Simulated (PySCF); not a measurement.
Compound: C4H10P2.
SMILES: `P(/CCP)=C\C`

Theory: TDDFT B3LYP/def2-SVPD, vertical, gas phase, core orbitals frozen in the response in PySCF. One conformer (not necessarily the lowest) at the GFN2-xTB geometry, without solvent, vibrations or thermal averaging. Torsions of this conformer, `[CH3:1]/[CH:2]=[P:3]/[CH2:4][CH2:5][PH2:6]`: C2–P3–C4–C5 96°, P3–C4–C5–P6 32°, H–P6–C5–C4 159°, H–P6–C5–C4 66°.

```csv
state,E (eV),E (kJ/mol),λ (nm),f,|μ| (D),"main configurations (H = HOMO, L = LUMO)"
S1,4.07,392,305.0,0.124,2.83,"H→L (74%), H-1→L (24%)"
S2,4.93,476,251.4,0.189,3.18,"H-1→L (65%), H→L (22%), H-2→L (8%)"
S3,5.54,534,223.9,0.028,1.16,H→L+1 (87%)
S4,5.65,545,219.4,0.0004,0.13,"H→L+2 (73%), H-2→L (13%), H→L+1 (9%)"
S5,5.71,551,217.1,0.023,1.02,"H-2→L (68%), H→L+2 (19%)"
S6,6.18,596,200.8,0.029,1.11,"H→L+3 (70%), H-3→L (18%)"
S7,6.21,599,199.7,0.010,0.66,"H-1→L+1 (39%), H-3→L (31%), H→L+3 (15%)"
S8,6.30,608,196.7,0.023,0.98,"H-1→L+1 (53%), H-3→L (38%)"
```

Triplets, Tamm–Dancoff:

```json
{"state": "T1", "E (eV)": "2.67", "λ (nm)": "464.6", "main configurations (H = HOMO, L = LUMO)": "H→L (82%), H-1→L (14%)"}
{"state": "T2", "E (eV)": "3.53", "λ (nm)": "351.4", "main configurations (H = HOMO, L = LUMO)": "H-1→L (82%), H→L (14%)"}
{"state": "T3", "E (eV)": "4.85", "λ (nm)": "255.8", "main configurations (H = HOMO, L = LUMO)": "H-2→L (61%), H→L+1 (22%)"}
```

The lowest singlet lies at 4.07 eV (305 nm, ultraviolet) and is of moderate strength; its leading configuration is HOMO→LUMO (74%). The strongest level in the table is S2 at 4.93 eV (251 nm, f = 0.189). Löwdin shares by element: HOMO phosphorus 53%, carbon 22% or more, hydrogen 5% or more (atoms not listed hold the other 21%); LUMO phosphorus 46%, carbon 34% or more (atoms not listed hold the other 20%). The listed states span 2.24 eV, and the widest gap between neighbours is 0.87 eV (S1 to S2). Of the 8 states listed, 7 reach f = 0.01 and 1 stays under 0.0005. Weighted by f, the mean energy of these states is 4.95 eV. Only the lowest 8 singlets were computed, as vertical energies without vibronic structure.
